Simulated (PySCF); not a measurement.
A structure optimised at PBE0-D3(BJ)/def2-SVP, used in a PySCF frequency run:

```
C
C 1 1.3703
H 2 1.0892 1 128.22
H 1 1.0909 2 123.35 3 0.00
C 1 1.4242 4 124.22 2 180.00
C 5 1.3703 1 112.43 4 180.00
H 6 1.0892 5 128.22 1 180.00
H 5 1.0909 6 123.35 7 0.00
S 6 1.7168 7 120.21 5 180.00
```

**Question.** Write its SMILES, formula and point group.

**Answer.** c1ccsc1, C₄H₄S, C2v

**Question.** What are its rotational constants (standard atomic weights)?

**Answer.** 8.0393, 5.3989, 3.2298 GHz
